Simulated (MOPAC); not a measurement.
# CH7Si2 (SMILES [SiH2]C[SiH3]) at PM6-D3

We compute a geometry optimisation of CH7Si2. 

The calculation is run with MOPAC 23.2.5.

18 further runs of the same task are left out: 18 set aside as unsound or not needed.

**1. The structure to begin with**

The species is CH7Si2 (10 atoms), meant as a doublet with charge 0. As SMILES, `[SiH2]C[SiH3]`. All atoms were displaced at random from a relaxed shape. The run starts from this shape.

Bond lengths: Si1–C2 1.854 Å, C2–Si3 1.883 Å, Si1–H4 1.479 Å, Si1–H5 1.482 Å, C2–H6 1.096 Å, C2–H7 1.090 Å, Si3–H8 1.504 Å, Si3–H9 1.490 Å, Si3–H10 1.461 Å. Some angles: Si1–C2–Si3 114.8°, Si1–C2–H6 108.4°, Si1–C2–H7 110.3°, Si3–C2–H6 107.9°, Si3–C2–H7 109.3°, C2–Si1–H4 112.3°, C2–Si1–H5 112.8°, C2–Si3–H8 109.6°, C2–Si3–H9 108.9°, C2–Si3–H10 110.8°.

**2. A structure relaxation at PM6-D3**

Contents of calc.mop:

```
PM6-D3 MULLIK GNORM=0.01 GRADIENTS CYCLES=300 UHF DISP DOUBLET AUX(PRECISION=6) T=10M THREADS=1

[SiH2]C[SiH3]
Si    -1.437463     0.808033    -0.593008
C      0.359906     0.380102    -0.443402
Si     0.789010    -0.735410     1.011226
H     -2.284476    -0.389414    -0.779754
H     -1.702443     1.815419    -1.647304
H      0.672674    -0.128391    -1.362660
H      0.960758     1.287521    -0.389877
H     -0.054570    -1.979187     0.957856
H      0.491154    -0.011457     2.279358
H      2.198479    -1.117771     0.974452
```

Run with:

```bash
$ mopac calc.mop
```

**Question.** What will come out? Wanted: total energy at the end; dipole moment; HOMO energy; LUMO energy; dispersion energy; heat of formation; ⟨S²⟩.

Answer, from the run:

Level: PM6-D3.

```
                  quantity          value
   total energy at the end   -13.31391 Eh
             dipole moment         1.19 D
HOMO energy (over α and β)       -6.97 eV
LUMO energy (over α and β)       -1.09 eV
         dispersion energy   -5.67 kJ/mol
         heat of formation  24.6 kcal/mol
                      ⟨S²⟩          0.751
```

**Reading.** At the final geometry: Bond lengths: Si1–C2 1.855 Å, C2–Si3 1.858 Å, Si1–H4 1.486 Å, Si1–H5 1.486 Å, C2–H6 1.118 Å, C2–H7 1.118 Å, Si3–H8 1.483 Å, Si3–H9 1.483 Å, Si3–H10 1.481 Å. Some angles: Si1–C2–Si3 106.6°, Si1–C2–H6 112.0°, Si1–C2–H7 112.0°, Si3–C2–H6 110.4°, Si3–C2–H7 110.4°, C2–Si1–H4 113.7°, C2–Si1–H5 113.7°, C2–Si3–H8 111.6°, C2–Si3–H9 111.6°, C2–Si3–H10 110.1°. The optimisation took 106 steps and changed the energy by -0.064 eV. Mulliken charges run from -1.23 on C2 to +0.38 on Si3.
